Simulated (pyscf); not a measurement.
`[CH3][GeH3]` + `[H]` [doublet] -> `[CH2][GeH3]` [doublet] + `[H][H]`, a hydrogen abstraction (doublet surface; C–H broken, H–H formed). PySCF, gas phase, ωB97X-D3(BJ)/def2-SVP geometries. Energies in kcal/mol from the separated reactants.

Small-basis levels: PySCF, no dispersion term, spherical d functions. AM1 to PM7: differences of heats of formation from MOPAC, which are fitted to 298 K values and so differ in kind from electronic energies by zero-point and thermal terms. Open shells are spin-unrestricted. 

```
level                   barrier  reaction energy
----------------------  -------  ---------------
HF/3-21G                   22.0             +1.7
B3LYP/STO-3G                1.5             -9.7
B3LYP/3-21G                 7.2             -0.4
B3LYP/6-31G*+LANL2DZ        8.6             -0.8
PBE/def2-SVP                7.7             +4.3
B3LYP/def2-SVP              8.2              0.0
PM3                       -11.4            -27.0
ωB97M-D3(BJ)/def2-TZVP     12.4             +1.5
```

Against the last row the barrier runs from -23.8 (PM3) to +9.6 kcal/mol (HF/3-21G). At PM3 this geometry lies under one side, so the entry may be no barrier of that level: it is a single point on another level's saddle. ωB97M-D3(BJ)/def2-TZVP has limits of its own. The same reactants have a lower exit, to H₃C–GeH₂• + H₂ (barrier +2.9 kcal/mol at ωB97M-D3(BJ)/def2-TZVP, against +12.4 kcal/mol here). •H₂C–GeH₃ lies 20.6 kcal/mol over its isomer H₃C–GeH₂• (electronic energy, ωB97M-D3(BJ)/def2-TZVP). One saddle was located; it need not be the lowest between these sides. The angle at the transferred H is 177°. In the def2 sets elements up to Kr have no core potential.
